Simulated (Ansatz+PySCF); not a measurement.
A calculation with Ansatz (development build ahead of 0.2.0).

```yaml
crystal:
  periodic: [false, false, false]
  atoms:
    - { symbol: P, position_ang: [0.0, 0.0, 0.0] }
    - { symbol: O, position_ang: [0.0, 0.0, 2.42] }
basis:
  gaussian: { orbitals: STO-3G }
magnetization:
  initial_magnetization: 1
hamiltonian:
  xc: hf
correlation:
  method: fci
  frozen_orbitals: { O: 1, P: 5 }
```

The input is written out in the form of the current development build from the run's settings.

Results

```
Converged    : yes
Total energy : -410.68918 hartree
State        : lowest doublet root, of any spatial symmetry
```
